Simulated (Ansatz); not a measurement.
# hcp Os

Level of theory: r²SCAN (Ansatz, a first-principles code, PAW).

Settings: plane-wave cutoff 500 eV, 20×14×1 k mesh (along the axes of the cell as run), Fermi–Dirac smearing 0.1 eV, scalar-relativistic PAW data made under PBE.

Cell: relaxed at this level.

- surface energy of the (10-10) face: 3.74 J/m²
- work function of the (10-10) face: 5.11 eV

The slab of 12 atoms is relaxed and unreconstructed.

Spin–orbit coupling is not included.

The computed numbers hold no vibrational or temperature effects.
